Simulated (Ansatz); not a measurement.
Molecule: carbon monosulfide, CS, net charge 0, singlet state. SMILES: [C-]#[S+]
Coordinates optimised at B3LYP-D3(BJ)/def2-TZVP (Ansatz, an electronic-structure program):
```xyz
2

C      0.0000     0.0000    -1.1142
S      0.0000     0.0000     0.4178
```
Charge 0, spin multiplicity 1.

Property: atomisation energy (electronic, to ground-state atoms); the coupled-cluster value holds the core correlation from cc-pwCVTZ, in kJ/mol. Cores are frozen in the correlated levels unless marked. UHF or UKS for open shells. No spin-orbit coupling. No relativistic terms. CBS marks a two-point X^-3 extrapolation of the correlation energy; Hartree-Fock from the larger set (for Q and 5 zeta extrapolated as (X+1)exp(-9√X)).

Level to compare with: CCSD(T)/CBS(cc-pV(Q+d)Z,cc-pV(5+d)Z) plus the core term (Ansatz), 718.9 kJ/mol. It is a level with limits of its own, and the differences hold the functionals' basis error too.

Question: Rank these functionals by how close they come to CCSD(T)/CBS(cc-pV(Q+d)Z,cc-pV(5+d)Z), closest first: revPBE/def2-TZVPD (Ansatz); r2SCANh/def2-TZVPD (Ansatz); BHLYP/def2-TZVPD (Ansatz).

Answer: revPBE/def2-TZVPD (GGA, 721.5 kJ/mol, difference 2.6), r2SCANh/def2-TZVPD (hybrid meta-GGA, 690.1 kJ/mol, difference -28.8), BHLYP/def2-TZVPD (global hybrid, 636.8 kJ/mol, difference -82.1)
